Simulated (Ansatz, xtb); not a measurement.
A geometry optimisation of AlBH2Si+ with r2SCAN-D4/def2-SVP

The starting geometry of this gas-phase doublet has its atoms placed at random.

```
atom    x (Å)    y (Å)    z (Å)
  Al   1.6958  -0.2038   1.0835
   B  -0.0311  -0.6145   0.8728
  Si   1.1862   0.4846  -0.8458
   H   0.4679   1.8968  -0.6812
   H  -0.1011  -0.4172  -1.7990
```

Task: One run relaxed it with r2SCAN-D4/def2-SVP. What is a likely outcome?

Result: It ends as a structure given below by its coordinates. Distances that change by over a tenth: Al1–B2 (1.79 → 2.05 Å). Contacts that open: Al1–Si3 (2.11 → 3.93 Å). Contacts that close: B2–Si3 (2.38 → 1.88 Å), Si3–H5 (1.84 → 1.48 Å).

The energy falls by 3.83 eV over 16 steps:

| step | E − E(last) (eV) |
| --- | --- |
| 1 | 3.835 |
| 3 | 1.156 |
| 4 | 0.685 |
| 6 | 0.409 |
| 8 | 0.266 |
| 9 | 0.216 |
| 11 | 0.106 |
| 13 | 0.012 |
| 14 | 0.006 |
| 16 | 0.000 |

Final geometry (Å):

```xyz
5

Al    1.8708   -0.9498    2.2865
B     1.0542   -0.1612    0.5823
Si    0.3049    0.5561   -0.9825
H    -0.0031    2.0022   -1.1042
H    -0.0092   -0.3013   -2.1520
```

From the same start GFN2-xTB reaches the same bonding as this run.

From so rough a start the end depends on the optimiser's path, so another program may land elsewhere. The end wasn't checked by frequencies. Open shells are spin-unrestricted. Run with Ansatz 0.2.0, 3.4 min on 1 thread of Arm Neoverse V2, on a shared host.
